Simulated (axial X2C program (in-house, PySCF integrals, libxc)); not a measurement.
Correcting the dissociation energy of CS for spin–orbit coupling

A spin-free CCSD(T) curve (one-electron X2C) was computed with an axial X2C code built on PySCF integrals, basis S dyall-av3z [9s8p3d2f], C dyall-v3z [7s6p2d1f] (cores contracted in-house), for the state M_S = 0, Λ = 0 (closed shell). It gives D0 = 7.038 eV to S + C, which in a spin-free picture are the weighted means of the ground terms.

Correlated methods: 10 electrons correlated (number of frozen shells: S 2 s, 1 p; C 1 s), 172 virtual spin orbitals or spinors in MP2, 88 natural virtuals in coupled cluster.

Measured levels of the ground terms (NIST Handbook of Basic Atomic Spectroscopic Data), in cm⁻¹: S 3P: J = 2 at 0, J = 1 at 396.1, J = 0 at 573.6; C 3P: J = 0 at 0, J = 1 at 16.4, J = 2 at 43.4.

The molecular state has Λ = 0, so it has no first-order lowering.

Q: How far does each ground level lie under the (2J+1)-weighted mean of its term?

A: S: (5 × 0 + 3 × 396.1 + 1 × 573.6)/9 = 196 cm⁻¹; C: (1 × 0 + 3 × 16.4 + 5 × 43.4)/9 = 30 cm⁻¹.

Q: Correct D0.

A: D0 = 7.038 + (0 − 226)/8065.5 = 7.010 eV at CCSD(T) with these spin–orbit terms.

Second-order spin–orbit effects in the molecule, which grow quickly with Z, are left out. One determinant describes the state; a PBE0 search over occupations chose it and may have missed a lower one. De is counted from the lowest determinant-based energies of the atoms at the same level, without counterpoise correction. CCSD and (T) use frozen natural virtuals with an MP2 correction for the truncation; (T) itself is uncorrected, so its De runs slightly low.
